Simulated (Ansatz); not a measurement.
**The boron atom (doublet): from Hartree-Fock to the top rungs, 6-31++G****

An exercise on one series of results from a longer session: the logs are not shown, and one member is left open.

Method: 6-31++G**, core rule «outside noble gas», up to 1 orbitals frozen; program: Ansatz 0.2.0, Gaussian basis.

To be run: UHF; CCSD(T) on ROHF; CCSD(T) on UHF; BCCD(T) on ROHF; CISD; CCSDT on ROHF; CCSDT on UHF; CASSCF and MRCISD+Q, 3 electrons in 4 orbitals; CASSCF and MRCISD+Q(relaxed), 3 electrons in 4 orbitals; CASSCF and NEVPT4(SD), 3 electrons in 4 orbitals; CASSCF and NEVPT2, 3 electrons in 4 orbitals.

## The atom

A free atom, in its lowest state of this spin that the program finds.

1 atom, charge 0, spin multiplicity 2.

Set-up of the first run:

in.yaml

```yaml
crystal:
  periodic: [false, false, false]
  atoms:
    - {symbol: B, position_ang: [0.000000, 0.000000, 0.000000]}
basis:
  gaussian: {orbitals: "6-31++G**"}
magnetization: {spin_polarized: true, initial_magnetization: 1}
hamiltonian: {xc: hf}
output: {orbitals: {seedname: orbitals}}
```

Command:

```sh
ansatz run in.yaml --threads 1 --pin off --events-out ev --progress --plain --max-ram 2393MiB
```

Steps of the session up to this table: UHF; CCSD(T) on ROHF; CCSD(T) on UHF; BCCD(T) on ROHF; CISD; CCSDT on ROHF; CCSDT on UHF; CASSCF and MRCISD+Q, 3 electrons in 4 orbitals; CASSCF and MRCISD+Q(relaxed), 3 electrons in 4 orbitals; CASSCF and NEVPT4(SD), 3 electrons in 4 orbitals; CASSCF and NEVPT2, 3 electrons in 4 orbitals.

One of the session's tables, all rows but one given; the rest of the session is left out.

It belongs to the step «Misses and costs». 

```
                   method  from RCCSD(T) (meV)
                     ROHF              +1639.7
                      UHF              +1570.8
                     RMP2               +567.5
                     UMP2               +565.4
                     CISD                +24.2
                    RCCSD                    ?
                    UCCSD                +21.8
                 RCCSD(T)                    0
                 UCCSD(T)                 -0.5
                  BCCD(T)                 +0.3
                   RCCSDT                 -7.8
                   UCCSDT                 -8.3
           CASSCF valence               +711.6
           NEVPT2 valence               +175.4
       NEVPT4(SD) valence                +10.9
           MRCISD valence                 -4.0
         MRCISD+Q valence                -15.8
MRCISD+Q(relaxed) valence                -18.6
```

Q: Estimate the row for RCCSD from the others.

The run gave: from RCCSD(T) (meV): +23.4. In the column «from RCCSD(T) (meV)» it lies between UCCSD (+21.8) and CISD (+24.2).

Limits of these values: Restricted and unrestricted rows rest on different reference determinants; where their highest levels disagree by more than a few hundredths of an eV, they describe different states and don't form one ladder.
